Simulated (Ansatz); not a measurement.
System (SMILES): ClO (OH-Cl).
Atoms: O1, H2, Cl3. Bonds: O1-H2, O1-Cl3.

Basis-set convergence of the optimised O1-Cl3 bond length at HF with Ansatz (a first-principles code). Cartesian d functions, on some or all atoms, in 6-31G*, 6-31+G*, 6-311G**, 6-311+G**; all else is spherical. The program fits the integrals of some runs and decomposes those of others, by size. No added dispersion term, no relativity. Reference: the value in aug-pcseg-3, 1.6413 Å, itself unsure by roughly 0.0003 Å (its mean distance from aug-cc-pV(Q+d)Z, def2-QZVPPD, pcseg-3). Deviations are taken from unrounded values.

| basis | functions | optimised O1-Cl3 bond length (Å) |
|---|---|---|
| 6-31G* | 36 | 1.6702 |
| 6-31+G* | 44 | 1.6679 |
| def2-SVP | 37 | 1.6690 |
| def2-SVPD | 58 | 1.6669 |
| pcseg-1 | 37 | 1.6824 |
| aug-pcseg-1 | 59 | 1.6800 |
| cc-pV(D+d)Z | 42 | 1.6688 |
| aug-cc-pV(D+d)Z | 64 | 1.6640 |
| 6-311G** | 51 | 1.6719 |
| 6-311+G** | 59 | 1.6668 |
| def2-TZVP | 74 | 1.6446 |
| def2-TZVPD | 95 | 1.6437 |
| pcseg-2 | 78 | 1.6484 |
| aug-pcseg-2 | 119 | 1.6482 |
| cc-pV(T+d)Z | 83 | 1.6453 |
| aug-cc-pV(T+d)Z | 124 | 1.6442 |
| def2-TZVPP | 87 | 1.6446 |
| def2-TZVPPD | 108 | 1.6436 |
| cc-pV(Q+d)Z | 149 | 1.6425 |
| aug-cc-pV(Q+d)Z | 215 | 1.6419 |
| def2-QZVPP | 157 | 1.6419 |
| def2-QZVPPD | 178 | 1.6417 |
| pcseg-3 | 157 | 1.6413 |
| aug-pcseg-3 | 223 | 1.6413 |

What the diffuse functions change, pair by pair:
- 6-31G* to 6-31+G*: 8 more functions, deviation 0.0289 to 0.0266 Å
- def2-SVP to def2-SVPD: 21 more functions, deviation 0.0277 to 0.0255 Å
- pcseg-1 to aug-pcseg-1: 22 more functions, deviation 0.0410 to 0.0387 Å
- cc-pV(D+d)Z to aug-cc-pV(D+d)Z: 22 more functions, deviation 0.0275 to 0.0227 Å
- 6-311G** to 6-311+G**: 8 more functions, deviation 0.0306 to 0.0255 Å
- def2-TZVP to def2-TZVPD: 21 more functions, deviation 0.0033 to 0.0024 Å
- pcseg-2 to aug-pcseg-2: 41 more functions, deviation 0.0071 to 0.0069 Å
- cc-pV(T+d)Z to aug-cc-pV(T+d)Z: 41 more functions, deviation 0.0040 to 0.0029 Å
- def2-TZVPP to def2-TZVPPD: 21 more functions, deviation 0.0033 to 0.0022 Å
- cc-pV(Q+d)Z to aug-cc-pV(Q+d)Z: 66 more functions, deviation 0.0012 to 0.0006 Å
- def2-QZVPP to def2-QZVPPD: 21 more functions, deviation 0.0006 to 0.0004 Å
- pcseg-3 to aug-pcseg-3: 66 more functions, deviation 0.0000 to 0.0000 Å

Leaving out the reference's own pair, they bring the value nearer the reference by more than 0.0003 Å in 9 of 11 pairs.
